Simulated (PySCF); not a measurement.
## Carbon: a sound run and one with changed settings

Sound run: C [He] 2s2 2p2, C⁺ [He] 2s2 2p1. Computed with PySCF 2.14 in aug-cc-pVDZ (4s3p2d, 23 functions), with no relativity, point nucleus. The sound run starts from symmetry-adapted Hartree-Fock orbitals and uses a fine grid where one is needed.

Changed run: initial guess minao, at most 2 SCF cycles. This setting is unsound on purpose.

```json
{"species": "C", "method": "UHF", "sound run (hartree)": "-37.68776", "changed run (hartree)": "-37.67986", "converged": "no"}
{"species": "C", "method": "r2SCAN", "sound run (hartree)": "-37.82774", "changed run (hartree)": "-37.82467", "converged": "no"}
{"species": "C", "method": "M06-L", "sound run (hartree)": "-37.84291", "changed run (hartree)": "-37.83979", "converged": "no"}
{"species": "C⁺", "method": "UHF", "sound run (hartree)": "-37.29025", "changed run (hartree)": "-37.28148", "converged": "no"}
{"species": "C⁺", "method": "r2SCAN", "sound run (hartree)": "-37.39801", "changed run (hartree)": "-37.39471", "converged": "no"}
{"species": "C⁺", "method": "M06-L", "sound run (hartree)": "-37.42024", "changed run (hartree)": "-37.41869", "converged": "no"}
```

The SCF was stopped early; the energies are upper bounds that still move, and correlated levels were skipped or rest on poor orbitals.
